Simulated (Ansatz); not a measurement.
## CH6Si (SMILES C[SiH3]): the energy, rung by rung

The species is CH6Si (8 atoms), meant as a singlet with charge 0. SMILES: `C[SiH3]`. Geometry: relaxed at PBE0-D4/def2-TZVP.

```xyz
8

C    -0.1815    0.2397   -0.9403
Si    0.1624   -0.2145    0.8415
H    -1.2405    0.1125   -1.1756
H     0.3955   -0.3914   -1.6198
H     0.0866    1.2807   -1.1339
H    -0.6250    0.6462    1.7654
H     1.6056   -0.0400    1.1599
H    -0.2031   -1.6332    1.1028
```

Each level gives the energy change with the C1–H5 bond stretched from 1.092 to 2.731 Å (eV). The values are calculated.

```tsv
level	kind	program	value (eV)	less FCI/STO-3G
HF/STO-3G (restricted)	Hartree–Fock	Ansatz	10.35	+4.87
PBE/STO-3G (restricted)	GGA	Ansatz	7.18	+1.70
r2SCAN/STO-3G (restricted)	meta-GGA	Ansatz	7.64	+2.16
B3LYP/STO-3G (restricted)	global hybrid	Ansatz	7.74	+2.26
RPA@PBE/STO-3G (restricted)	RPA	Ansatz	6.62	+1.14
MP2/STO-3G (restricted)	perturbation theory	Ansatz	7.06	+1.58
CCSDT(Q)/STO-3G (restricted)	coupled cluster or CI	Ansatz	5.48	0.00
CCSDT/STO-3G (restricted)	coupled cluster or CI	Ansatz	5.48	0.00
FCI/STO-3G	exact in the basis	Ansatz	5.48	0.00
```

FCI/STO-3G is exact within its basis and frozen core, so for wave-function methods in that basis the difference is their error; functionals converge differently with the basis, so for them it is only a difference. A spin-restricted reference rises too steeply as a bond breaks; here HF/STO-3G, PBE/STO-3G, r2SCAN/STO-3G, B3LYP/STO-3G, RPA@PBE/STO-3G, MP2/STO-3G lie well above the multireference or unrestricted value. The first shape isn't each level's own minimum. The values span 5.48 to 10.35 eV. All rows use very small basis sets, so none should be taken for the real molecule's value.
